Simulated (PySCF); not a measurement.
B3LYP has the VWN-RPA correlation part, as in Gaussian. Delta-SCF ions had no search for a lower state. 

H₂S, SMILES `S` (charge 0, multiplicity 1)

Calculation: PySCF with B3LYP-D3(BJ)/def2-TZVP.

```
Item                                                                    Value
--------------------------------------  -------------------------------------
HOMO                                                                 -7.23 eV
dipole moment                                                          1.11 D
LUMO                                                                  0.29 eV
HOMO–LUMO gap                                                         7.52 eV
vertical ionisation energy (Delta-SCF)                               10.41 eV
total energy                                                     -399.4268 Ha
cost                                    about 4 core-seconds (a rough figure)
```

Bond lengths (Å): S1–H2 1.343, S1–H3 1.343. Bond angles (°): H2–S1–H3 92.5.
Charge 0, spin multiplicity 1.
